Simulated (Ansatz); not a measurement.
Ideal-gas functions of `[NH4+]` at 298.15 K and 1 bar, from an Ansatz frequency run at PBE0-D4/def2-TZVP.

Molar mass 18.04 g/mol, point group Td (symmetry number 12), electronic degeneracy 1, moments of inertia 2.816, 2.816, 2.816 u Å². Harmonic wavenumbers (cm⁻¹, unscaled): 1481, 1481, 1481, 1722, 1722, 3397, 3507, 3507, 3507.

Use S(trans) = R[1.5 ln M + 2.5 ln T − 1.1517]; rotational temperatures θ = 24.2544 K / I; S(rot) = R[ln(√π/σ · √(T³/θAθBθC)) + 1.5]; for each mode x = 1.438777 ν̃/T, S = R[x/(eˣ − 1) − ln(1 − e⁻ˣ)] and H = RT x/(eˣ − 1); 1 cm⁻¹ = 0.0119627 kJ/mol; R = 8.31446 J/(mol·K).

Q: By hand: the entropy, in J/(mol·K).

A: Translation 144.9. Rotation: θ = 8.6131, 8.6131, 8.6131 K, giving 40.8. Vibration, mode by mode: 0.05, 0.05, 0.05, 0.02, 0.02, 0.00, 0.00, 0.00, 0.00, in all 0.2. Electronic 0.0. Sum 185.9 J/(mol·K).

Q: By hand: H − E and G − E in kJ/mol, counted from the electronic energy.

A: Zero-point energy ½ × 21805 × 0.0119627 = 130.4; thermal vibration 0.1; translation, rotation and pV give 4 RT = 9.9. H − E = 140.4 kJ/mol, and G − E = 140.4 − 298.15 × 185.9/1000 = 85.0 kJ/mol.

Vibration gives 0 % of the entropy; all modes have x over 3 and are hardly excited.
